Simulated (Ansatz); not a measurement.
## One element changed: vertical spin gaps of H₂Ge–NH, H$_{2}$Ge–AsH

Ansatz 0.2.0, basis cc-pVDZ; geometries are PBE0/def2-TZVP minima. Wave-function levels freeze the cores with the filled d shells of p-block atoms; HF, MP2 and coupled cluster are restricted for singlets and unrestricted otherwise, restricted open-shell where a d shell is frozen, Kohn–Sham unrestricted where that lies lower. The reference is CCSDT(Q) (coupled cluster only where its series has nearly closed). Semilocal and hybrid functionals correlate all electrons outside any core potential and usually lie nearer their basis limit than the reference, so part of their error here is the reference's basis and frozen-core error; RPA and the MP2 part of double hybrids freeze the same cores as the reference. An error is the level's value less the reference. None of these values is a measured one. Energies are electronic, without zero-point terms. No spin–orbit coupling and no scalar relativity. The set is small: such energies can lie up to about 0.3 eV from the limit, spin gaps mostly less, so near ties and functionals' places can change in larger sets. The species are chosen: bound, without strong static correlation by their natural occupations or amplitudes, in their lowest spin state as far as vertical gaps and like structures tell, and with a ladder that closes on the reference, so errors are smaller than for species at large; levels whose determinant breaks symmetry or spin markedly are left out.

```tsv
species	bonds (Å)	quantity	symmetry of the states	reference	value (kcal/mol)	error MP2	error CCSD(T)	error CCSDT	error PBE	error B2PLYP
H2Ge–NH, singlet	N–Ge 1.703, Ge–H 1.529/1.543, N–H 1.020, angles at N 111°, angles at Ge 113/118/129°	triplet less singlet, vertical	A' / A'	CCSDT(Q)	70.6	4.4	-0.5	-0.6	1.2	0.0
H2Ge–AsH, singlet	Ge–As 2.224, Ge–H 1.535, As–H 1.527, angles at As 89°, angles at Ge 111/122/127°	triplet less singlet, vertical	A' / A'	CCSDT(Q)	48.4	-1.3	-0.3	-0.3	0.3	-0.3
```

The reference falls from N to As, by 22.2 kcal/mol in all.
